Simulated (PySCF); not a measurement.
Compound: C4H6O2 (charge +1 and doublet state).
Structure used (GFN2-xTB), in Å, numbered top down from 1:
```
atom  x, y, z in Å
O1     0.950   -2.031    0.724
C2     0.518   -1.013    0.326
C3    -0.893   -0.617   -0.051
C4    -0.860    0.905   -0.088
O5     0.459    1.318    0.097
C6     1.340    0.282    0.027
H7    -1.071   -1.082   -1.028
H8    -1.643   -1.021    0.632
H9    -1.455    1.392    0.700
H10   -1.258    1.312   -1.036
H11    2.208    0.477    0.669
H12    1.706    0.077   -0.999
```

The hyperfine couplings belong to this conformer and change with its torsions.

Identity: `[O+]=C1CCOC1` [radical] (charge +1).

Level of theory: UKS B3LYP, pcH-1 on C H O, non-relativistic, mean-field spin-orbit, GIAO in PySCF 2.14.0. Isolated species at its GFN2-xTB geometry (one conformer only). Couplings are sensitive to structure, and on GFN2-xTB geometries they can be far from those on DFT ones, by a factor of two or more for some ions and for spin on atoms past the first row. The SCF solution wasn't tested for stability.

Problem. The isotropic 17O couplings are -37.1, -23.5 MHz. Assign them to O1; O5.

Solution. 
```json
{"site": "O1", "a_iso (MHz)": "-23.5", "ρ(0) (bohr⁻³)": "+0.0388", "position": "largest spin population", "distance from O1 (Å)": "0.00", "spin population": "+0.38", "largest |T| (MHz)": "118.7"}
{"site": "O5", "a_iso (MHz)": "-37.1", "ρ(0) (bohr⁻³)": "+0.0611", "position": "a main spin site", "distance from O1 (Å)": "3.44", "spin population": "+0.31", "largest |T| (MHz)": "108.6"}
```

Problem. The isotropic 13C couplings are -40.9, -18.6, +10.6, +7.5 MHz. Assign them to C2; C3; C4; C6.

Solution. 
```json
{"site": "C2", "a_iso (MHz)": "-40.9", "ρ(0) (bohr⁻³)": "-0.0364", "position": "1 bond from O1", "distance from O1 (Å)": "1.17", "spin population": "-0.02", "largest |T| (MHz)": "15.1"}
{"site": "C3", "a_iso (MHz)": "+10.6", "ρ(0) (bohr⁻³)": "+0.0094", "position": "2 bonds from O5", "distance from O1 (Å)": "2.45", "spin population": "+0.10", "largest |T| (MHz)": "23.8"}
{"site": "C4", "a_iso (MHz)": "-18.6", "ρ(0) (bohr⁻³)": "-0.0166", "position": "1 bond from O5", "distance from O1 (Å)": "3.54", "spin population": "0.00", "largest |T| (MHz)": "9.2"}
{"site": "C6", "a_iso (MHz)": "+7.5", "ρ(0) (bohr⁻³)": "+0.0066", "position": "1 bond from O5", "distance from O1 (Å)": "2.45", "spin population": "+0.09", "largest |T| (MHz)": "30.6"}
```

Problem. Match the computed a_iso(1H) values +103.2, +74.4, -1.3 MHz (means over equivalent nuclei) with the sites H7/H8; H9/H10; H11/H12.

Solution. 
```csv
site,a_iso (MHz),ρ(0) (bohr⁻³),position,distance from O1 (Å),bound to,spin population there,largest |T| (MHz)
H7/H8,-1.3,-0.0003,"3 bonds from O1, on C3 of spin population +0.10",2.81,C3,+0.10,7.1
H9/H10,+103.2,+0.0231,2 bonds from O5,4.28,C4,0.00,8.4
H11/H12,+74.4,+0.0166,2 bonds from O5,2.82,C6,+0.09,11.7
```

ρ(0) is the spin density at the nucleus and T the dipolar tensor; entries for several nuclei are means. The largest Mulliken spin populations are on O1 (+0.38), O5 (+0.31), C3 (+0.10) and C6 (+0.09). Main spin sites, with 60 % or more of the largest population: O1, O5; positions count bonds from the nearest.

Nuclei that the bonding pattern makes equivalent are averaged, as if the motion that swaps them (rotation, inversion, ring flip) were fast. The 1H value of +74.4 MHz is a mean of couplings from -4.2 to 152.9 MHz in this one geometry, not an average over conformers. The 1H value of +103.2 MHz is a mean of couplings from 47.5 to 159.0 MHz in this one geometry, not an average over conformers.

O1, the radical centre as drawn in `[O+]=C1CCOC1`, holds a spin population of +0.38 out of 1.
